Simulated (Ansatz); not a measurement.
Two isomers of C4H6ClF: A = `C[C@@]1(Cl)C[C@H]1F`, B = `C=CC(C)(F)Cl`.

Isolated molecules relaxed with PBE0-D4/def2-TZVP in Ansatz; ΔE leaves out vibrations. CCSD(T)/CBS adds triple-zeta CCSD(T) − MP2 to the extrapolated MP2 energy (def2 sets, frozen cores). DFT in def2-TZVPP. B3LYP here is the variant with VWN-RPA as its local correlation; programs differ in this. Each species was taken in one conformer, which may not be the lowest.

Question: Which isomer does CCSD(T)/CBS put lower? Give the gap. (An estimate is asked.)

Answer: Computed: B, by 12.1 kcal/mol.

Question: Give E(B) − E(A) in kcal/mol with B2PLYP, CCSD/def2-TZVPP, B3LYP, MP2/def2-TZVPP, ωB97M-V, HF/def2-TZVPP, r2SCAN-D4. (Best estimate.)

Answer: The calculation gave: B2PLYP -12.1, CCSD/def2-TZVPP -11.2, B3LYP -12.7, MP2/def2-TZVPP -9.5, ωB97M-V -10.0, HF/def2-TZVPP -13.5, r2SCAN-D4 -10.3. None reverses the order clearly.

Largest T1 diagnostic: 0.011.

From PBE to PBE0 (25 % exact exchange), in def2-TZVPP and without D4, E(B) − E(A) moves by +1.6 kcal/mol. In def2-TZVPP, CCSD(T) changes the Hartree–Fock value by +1.8 kcal/mol (the triples alone add −0.5 kcal/mol) and MP2 by +4.1 kcal/mol.
